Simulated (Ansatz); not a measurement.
Elastic constant C11 of some elemental metals

Method: PBE in Ansatz (plane waves, PAW). References are measured values corrected to a static lattice or taken at low temperature (these still hold zero-point motion). The table is a random draw of 14 from 19 solids with such references.

Values in GPa.

```json
[
 {"solid": "hcp Be", "reference": "299", "PBE": "321", "error (%)": "+7.4"},
 {"solid": "fcc Pt", "reference": "358", "PBE": "306", "error (%)": "-14.5"},
 {"solid": "fcc Ag", "reference": "131", "PBE": "111", "error (%)": "-15.3"},
 {"solid": "hcp Os", "reference": "763†", "PBE": "731", "error (%)": "-4.2"},
 {"solid": "fcc Ni", "reference": "261", "PBE": "283", "error (%)": "+8.4"},
 {"solid": "hcp Zr", "reference": "155", "PBE": "143", "error (%)": "-7.7"},
 {"solid": "fcc Au", "reference": "202", "PBE": "157", "error (%)": "-22"},
 {"solid": "bcc Ta", "reference": "266", "PBE": "262", "error (%)": "-1.5"},
 {"solid": "hcp Zn", "reference": "177", "PBE": "177", "error (%)": "0.0"},
 {"solid": "bcc W", "reference": "533", "PBE": "515", "error (%)": "-3.4"},
 {"solid": "fcc Pd", "reference": "234", "PBE": "199", "error (%)": "-15.0"},
 {"solid": "hcp Ti", "reference": "176", "PBE": "176", "error (%)": "0.0"},
 {"solid": "antiferromagnetic bcc Cr", "reference": "394", "PBE": "432", "error (%)": "+9.6"},
 {"solid": "bcc Fe", "reference": "243", "PBE": "275", "error (%)": "+13.2"}
]
```

Over these 14 solids the mean error is -3.2 %, the mean absolute error 8.7 % (median 8.1 %), and the worst case fcc Au at -22 %; the value is too low in 8 of 14 cases. Over all 19 the mean error is -3.4 % and the mean absolute error 7.6 % (median 7.6 %).

All these references are low-temperature values that still hold zero-point motion.

Spin–orbit coupling is left out, also for the solids with elements from indium on (fcc Pt, hcp Os, fcc Au, bcc Ta, bcc W); its size isn't shown.

† marks references with one source in our tables, § those from which another value on file, of any temperature, differs by over 15 %.

Differences are worked out from the printed values.

Each level is taken at its own relaxed cell. Caveats: shear constants of such metals converge slowly with the k mesh (bcc Ta, bcc W, antiferromagnetic bcc Cr); the commensurate order stands in for chromium's spin-density wave, and the size of the moments varies much between levels (antiferromagnetic bcc Cr). Ansatz's density-functional and Hartree–Fock values are scalar-relativistic unless marked +SOC, with PAW data made under PBE.

Ansatz's runs of these crystals have no spin polarisation, but for fcc Ni, antiferromagnetic bcc Cr, bcc Fe.

Density-functional runs with spin start from parallel moments for fcc Ni, opposed moments for antiferromagnetic bcc Cr, parallel moments for bcc Fe.

Not in this set, of the elemental metals with a reference value in our tables and a result at some level: 17 for a reference at room or unstated temperature (hcp Cd, hcp Co, bcc Cs, body-centred tetragonal In, fcc Ir and 12 more); 2 for a doubt noted on the run at PBE (bcc Nb, bcc V). These can be a level's worst cases. Values held back for tests aren't counted. Layered and molecular crystals are counted apart. The metals Ce to Yb are counted apart.

References as tabulated in Li et al. (2021), arXiv:2102.01972; Malica and Corso (2021), arXiv:2109.00459; Wang et al. (2022), arXiv:2209.12322; Elastic Constants of Single Crystal Beryllium, J. Appl. Phys., doi … and others.

Ansatz is an electronic-structure program.
